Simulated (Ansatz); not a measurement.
C2H2O2S can be A, `O=C1SC1O`, or B, `O=COC=S`.

Computed with Ansatz on PBE0-D4/def2-TZVP structures; ΔE is electronic, products minus reactants. CCSD(T)/CBS is the MP2 limit (def2-TZVPP, def2-QZVPP) plus CCSD(T) − MP2 in def2-TZVPP, frozen cores. Functionals use def2-TZVPP. B3LYP here is the variant with VWN-RPA as its local correlation; programs differ in this. Each species was taken in one conformer, which may not be the lowest.

Q: Which is lower in electronic energy at CCSD(T)/CBS, and by how much? (Best estimate.)

A: Computed: B, by 10.7 kcal/mol.

Q: Give E(B) − E(A) in kcal/mol with ωB97M-V, PBE-D4, B3LYP, B2PLYP, CCSD/def2-TZVPP, r2SCAN-D4, CCSD(T)/def2-TZVPP. (An estimate is asked.)

A: The calculation gave: ωB97M-V -11.2, PBE-D4 -4.9, B3LYP -11.8, B2PLYP -11.6, CCSD/def2-TZVPP -13.4, r2SCAN-D4 -6.9, CCSD(T)/def2-TZVPP -12.0. None reverses the order clearly.

Q: Does the order hold for the free energy at 298.15 K (harmonic terms from PBE0-D4)? (An estimate is asked.)

A: The calculation gave: Yes: G(B) − G(A) = -11.2 kcal/mol, for one conformer each.

Largest T1 diagnostic: 0.018.

Leaving LDA and LC-ωPBE aside and taking each functional with its dispersion term where it has one, the values, not all of them listed here, spread over 9.1 kcal/mol, from BHLYP-D4 to revPBE-D4. LDA lies +1.7 kcal/mol from PBE without D4. In def2-TZVPP, CCSD(T) changes the Hartree–Fock value by +8.7 kcal/mol (the triples alone add +1.3 kcal/mol) and MP2 by +11.7 kcal/mol.
